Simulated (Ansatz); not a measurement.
We consider hcp Y, described by revPBE in Ansatz (plane waves, PAW).

Run with plane-wave cutoff 520 eV, 18×18×10 k mesh (along the axes of the cell as run), Fermi–Dirac smearing 0.05 eV, scalar-relativistic PAW data made under PBE.

Cell (relaxed at this level):

```
Y
1.0
    1.84426    -3.19435     0.00000
    1.84426     3.19435     0.00000
    0.00000     0.00000     5.73544
Y
2
Direct
  0.33333   0.66667   0.25000
  0.66667   0.33333   0.75000
```

Q: Estimate the bulk modulus and pressure derivative B′ of the bulk modulus that the calculation returns.

A: 
- bulk modulus: 39.0 GPa
- pressure derivative B′ of the bulk modulus: 3.1

The run finds no gap.

Measured, for comparison: bulk modulus 41.7 GPa (zero-point energy and finite temperature contributions removed, our sources range from 37.3 to 41.7; as tabulated in doi:10.1021/acs.jctc.3c00612). Computed (rounded) less measured: bulk modulus -6 % (inside the range of the sources held).

Note: the bulk modulus comes from volumes at which shape and atoms were relaxed.

The computed numbers hold no vibrational or temperature effects.

Cost on a shared machine: roughly 3 core-minutes.

Ansatz is an electronic-structure program.
